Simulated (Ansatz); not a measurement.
# CH4B: the cost of one run

All numbers below are computed with Ansatz 0.2.0 (UHF/6-31G*).

### Step 1. The structure to begin with

Bond lengths: B1–C2 1.644 Å, B1–H3 1.097 Å, C2–H4 1.048 Å, C2–H5 1.120 Å, C2–H6 1.118 Å. Angles: B1–C2–H4 110.9°, B1–C2–H5 108.1°, B1–C2–H6 110.3°, H4–C2–H5 106.4°, H4–C2–H6 111.5°, H5–C2–H6 109.4°, C2–B1–H3 119.1°.

Structure file:

```xyz
6

B     0.2844   -1.1647    0.1979
C    -0.2809    0.3258   -0.2032
H     1.1543   -1.2447    0.8612
H    -1.0999    0.2522   -0.8530
H     0.5238    0.8632   -0.7669
H    -0.5396    0.9041    0.7178
```

### Step 2. Preparing the start

input.yaml

```yaml
crystal:
  periodic: [false, false, false]
  atoms:
    - { symbol: B, position_ang: [0.2844, -1.1647, 0.1979] }
    - { symbol: C, position_ang: [-0.2809, 0.3258, -0.2032] }
    - { symbol: H, position_ang: [1.1543, -1.2447, 0.8612] }
    - { symbol: H, position_ang: [-1.0999, 0.2522, -0.853] }
    - { symbol: H, position_ang: [0.5238, 0.8632, -0.7669] }
    - { symbol: H, position_ang: [-0.5396, 0.9041, 0.7178] }
magnetization:
  spin_polarized: true
  initial_magnetization: 1
basis:
  gaussian: { orbitals: "6-31G*" }
hamiltonian:
  xc: hf
relax:
  f_tol: 0.02
  max_steps: 40
output:
  orbitals: {}
```

Launch:

```sh
$ ansatz run input.yaml --threads 1 --pin off --max-ram 2048MiB --backend cpu --events-out ev --progress --plain --runs-dir out
```

**Question.** How long does this run take on 1 thread of an x86-64 CPU, shared host, and how much memory does it need?

About 3.1 s, with a peak of 0.11 GiB.
